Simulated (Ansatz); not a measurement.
The first iterations of a band of BClH3N (6 atoms, charge 0, multiplicity 1).

The calculation used RKS BLYP-D4/def2-SVP in Ansatz.

- movable images: 9
- climbing image: yes
- spring: 5.0 eV/Å²
- optimiser: quadratic models (default)
- start path: through a guess of the saddle point
- force threshold: 0.05 eV/Å
- iteration limit: 60
- end points: relaxed

Initial state:

```xyz
6
Properties=species:S:1:pos:R:3
B 0.448 0.030 0.091
N 0.703 -0.017 1.464
H -0.029 -0.126 2.169
H 1.646 0.056 1.846
H 1.347 0.161 -0.706
Cl -1.233 -0.104 -0.510
```

Final state:

```xyz
6
Properties=species:S:1:pos:R:3
B -0.114 -0.178 -0.940
N 1.378 -0.069 1.637
H 0.600 -0.714 1.833
H 0.970 0.872 1.561
H 1.734 -0.314 0.702
Cl -1.685 0.403 -0.440
```

| iteration | highest image above the first end (eV) | largest band force component (eV/Å) |
| --- | --- | --- |
| 1 | 10.632 | 41.216 |
| 2 | 5.627 | 3.259 |
| 3 | 4.905 | 2.737 |
| 4 | 4.918 | 4.742 |
| 5 | 4.993 | 1.092 |
| 6 | 4.861 | 1.765 |
| 7 | 4.821 | 2.043 |
| 8 | 4.859 | 1.494 |
| 9 | 4.818 | 0.737 |
| 10 | 4.696 | 1.225 |

Question: Does the band converge within its limit, and where does its top end?

Answer: The run converged. It ended after 32 iterations with the highest image 4.335 eV above the first end. The profile has 2 maxima (images 4, 7) with wells between them (image 5): this band takes more than one step, which may be the mechanism or a detour left from its start path. Neighbouring images differ by up to 2.3 eV, so the band resolves the path poorly. A vibrational analysis at the climbing image gives one clearly imaginary mode, 670i cm⁻¹: a first-order saddle point. The orbitals stay closed-shell, which can raise the energy where a bond breaks towards radicals; this wasn't checked here.

The run took 6 min on 1 thread of Arm Neoverse V1, with other jobs on the host, peak memory 0.11 GiB.
